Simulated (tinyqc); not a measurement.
Worked calculation: RHF in the sto-6g basis, for H2O, spin multiplicity 1. One step of it, computed by the program tinyqc.

Problem. Iteration 8 (converged): orbitals. Diagonalise F' = X^T F X, C = X C', fill 5 alpha and 5 beta electrons from the bottom; D = 2 C_occ C_occ^T. Each column has its largest component positive (the first on a tie).

converged F (hartree), lower triangle:
```
,1O 1s,1O 2s,1O 2px,1O 2py,1O 2pz,2H 1s,3H 1s
1O 1s,-20.504326
1O 2s,-4.962517,-2.314530
1O 2px,0.000000,0.000000,-0.389199
1O 2py,0.000523,0.005710,0.000000,-0.273286
1O 2pz,-0.026387,-0.088874,0.000000,0.005759,-0.306517
2H 1s,-0.959700,-0.858301,0.000000,-0.379241,-0.320205,-0.460541
3H 1s,-1.014901,-0.893343,0.000000,0.387722,-0.326351,-0.282997,-0.486953
```

X:
```
,1,2,3,4,5,6,7
1O 1s,-0.314727,-0.037980,0.748527,0.000000,-0.612608,0.003652,0.169011
1O 2s,1.095413,0.104038,-0.282801,0.000000,-0.287644,0.006265,0.443767
1O 2px,0.000000,0.000000,0.000000,1.000000,0.000000,0.000000,0.000000
1O 2py,-0.101698,0.898935,0.001241,0.000000,-0.002915,0.676553,-0.008187
1O 2pz,0.479924,0.046189,0.651030,0.000000,0.650567,0.004244,0.194924
2H 1s,-0.598007,-0.863784,-0.170840,0.000000,0.138751,0.390122,0.373172
3H 1s,-0.787737,0.727673,-0.166151,0.000000,0.136163,-0.373664,0.386090
```

Give: F' = X^T F X; orbital energies; coefficients C; D after iteration 8.

Solution.

F' = X^T F X (hartree), lower triangle:
```
,1,2,3,4,5,6,7
1,-0.0325
2,-0.0973,0.6301
3,1.9550,0.2759,-9.2656
4,0.0000,0.0000,0.0000,-0.3892
5,-1.4530,-0.2211,8.9480,0.0000,-9.3842
6,-0.0040,0.1008,-0.0637,0.0000,0.0679,-0.5774
7,0.3205,0.0630,-4.0091,0.0000,4.1915,-0.0291,-2.9727
```

orbital energies (hartree): MO1 -20.5074, MO2 -1.2323, MO3 -0.5852, MO4 -0.4360, MO5 -0.3892, MO6 0.5058, MO7 0.6527

coefficients C:
```
,MO1,MO2,MO3,MO4,MO5,MO6,MO7
1O 1s,0.9968,-0.2253,-0.0039,0.0880,0.0000,0.1118,0.0103
1O 2s,0.0149,0.8688,0.0220,-0.4885,0.0000,-0.7553,-0.0769
1O 2px,0.0000,0.0000,0.0000,0.0000,1.0000,0.0000,0.0000
1O 2py,-0.0001,-0.0057,0.6008,0.0098,0.0000,-0.0704,0.9540
1O 2pz,0.0026,0.0982,-0.0141,0.7759,0.0000,-0.7088,-0.0582
2H 1s,-0.0031,0.1435,0.4433,0.3144,0.0000,0.7986,-0.7000
3H 1s,-0.0033,0.1519,-0.4480,0.2951,0.0000,0.6942,0.8319
```

D after iteration 8, lower triangle:
```
,1O 1s,1O 2s,1O 2px,1O 2py,1O 2pz,2H 1s,3H 1s
1O 1s,2.1041
1O 2s,-0.4478,1.9882
1O 2px,0.0000,0.0000,2.0000
1O 2py,-0.0006,0.0069,0.0000,0.7221
1O 2pz,0.0976,-0.5879,0.0000,-0.0028,1.2237
2H 1s,-0.0189,-0.0384,0.0000,0.5372,0.5035,0.6319
3H 1s,-0.0196,-0.0441,0.0000,-0.5343,0.5003,-0.1680,0.6217
```
